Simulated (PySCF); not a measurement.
Two species compared at the same levels of theory.

First species: C3H4ClF.
SMILES: `F[C@@H]1C[C@@H]1Cl`

Second species: C5H9O (charge +1).
InChI=1S/C5H9O/c1-2-3-4-5-6/h2-4H2,1H3/q+1

Levels: PBE0/def2-SVPD for HOMO energy, LUMO energy, HOMO–LUMO gap, static isotropic polarisability and electronic spatial extent ⟨r²⟩ about the centre of nuclear charge; TDDFT PBE0/def2-SVPD for lowest singlet excitation; TDA PBE0/def2-SVPD for lowest triplet excitation (Tamm–Dancoff); GFN2-xTB for rotational constant A and rotational constant C. Geometries: GFN2-xTB. Each species is one conformer at its optimised geometry, gas phase, non-relativistic unless stated; the electronic structure was computed with PySCF and density fitting.

Dipoles, sizes and rotational constants follow the conformer. The torsions of the flexible species, by atom-mapped SMILES:
- `[CH3:1][CH2:2][CH2:3][CH2:4][C:5]#[O+:6]`: C1–C2–C3–C4 -61°, C2–C3–C4–C5 -79°

| property | column X | column Y |
| --- | --- | --- |
| HOMO energy | -8.08 eV | -14.04 eV |
| LUMO energy | 0.16 eV | -7.65 eV |
| HOMO–LUMO gap | 8.24 eV | 6.39 eV |
| lowest singlet excitation | 6.63 eV | 5.31 eV |
| lowest triplet excitation (Tamm–Dancoff) | 5.98 eV | 5.21 eV |
| static isotropic polarisability | 48.7 au | 57.5 au |
| electronic spatial extent ⟨r²⟩ about the centre of nuclear charge | 501 bohr² | 705 bohr² |
| rotational constant A | 7.021 GHz | 7.048 GHz |
| rotational constant C | 2.429 GHz | 1.802 GHz |

Question: Which column belongs to which species?

Answer: Column X is the first species and column Y the second. The first has 9 atoms and 48 electrons, the second 15 and 46; their charges are 0 and +1, their HOMO energies -8.08 eV and -14.04 eV.

Question: How does each property change from the first species to the second?

Answer: HOMO energy -5.96 eV; LUMO energy -7.81 eV; HOMO–LUMO gap -1.85 eV; lowest singlet excitation -1.32 eV; lowest triplet excitation (Tamm–Dancoff) -0.77 eV; static isotropic polarisability +8.8 au; electronic spatial extent ⟨r²⟩ about the centre of nuclear charge +204 bohr²; rotational constant A +0.027 GHz; rotational constant C -0.627 GHz.

On the first: In wavenumbers S1 is 53400 cm⁻¹ (1 eV = 8065.54 cm⁻¹). The vertical singlet–triplet gap S1 − T1 is 0.65 eV (TDDFT singlet less Tamm–Dancoff triplet; S1: HOMO→LUMO, weight 0.96; T1: HOMO→LUMO, weight 0.90).

On the second: S1 lies 1.08 eV below the HOMO–LUMO gap; its leading configuration is HOMO→LUMO, weight 0.98. The polarisability is 8.53 Å³ as a volume (1 au = 0.148185 Å³), or 1.25 au for each of the 46 electrons.
